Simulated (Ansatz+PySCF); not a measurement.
**doublet N2(+): levels of theory in one basis**

```yaml
atoms:
  - { symbol: N, position_ang: [0.0000, 0.0000, -1.6644] }
  - { symbol: N, position_ang: [0.0000, 0.0000, 1.6644] }
```

Basis set: 6-31G (spherical functions). Correlated methods keep 2 orbitals frozen. Correlation on ROHF uses semicanonical orbitals with singles. Charge 1, multiplicity 2.

Computed with Ansatz (development build ahead of 0.2.0); each method stands on the lowest determinant of its kind that the runs found. NEVPT2 correlates all electrons. Active spaces start from the frontier orbitals, and the lowest solution found is given.

```
        method  E − E(ROHF) (eV)  <S²> of the determinant
          ROHF              0.00                     0.75
           UHF             -6.80                     2.76
      ROHF-MP2             -2.65                        –
       UHF-MP2             -8.17                     2.76
   UHF-CCSD(T)             -8.80                     2.76
  UHF-CCSDT(Q)             -8.76                     2.76
   CASSCF(9,8)             -7.26                        –
SC-NEVPT2(9,8)             -8.31                        –
```

Problem. What does full CI (lowest root of this spin) give on the same scale?

Solution. -8.86 eV.

At such a shape the full CI root can have another spatial symmetry than the determinants, so the rows needn't describe one state.

Problem. Is a single determinant a sound starting point here?

Solution. It is doubtful. Unrestricted orbitals lower Hartree–Fock by 6.80 eV and <S²> is 2.76 where a pure state has 0.75, a sign of strong static correlation. The CASSCF(9,8) natural occupations are 2.00, 1.96, 1.01, 1.01, 1.00, 0.99, 0.99, 0.04.

Caution for ROHF, ROHF-MP2: an unrestricted determinant lies well below. Caution for ROHF, UHF, ROHF-MP2, UHF-MP2, UHF-CCSD(T), UHF-CCSDT(Q): the charge can sit on one fragment and break the point group; the determinant breaks the point group. Caution for UHF, UHF-MP2, UHF-CCSD(T), UHF-CCSDT(Q): the unrestricted determinant is a mixture of spin states. Caution for ROHF-MP2, UHF-MP2, UHF-CCSD(T), UHF-CCSDT(Q): bonds are stretched, where a single reference can fail. Caution for ROHF-MP2, UHF-MP2: another reference gives a lower total. Caution for UHF-CCSD(T): the program doubts this total.
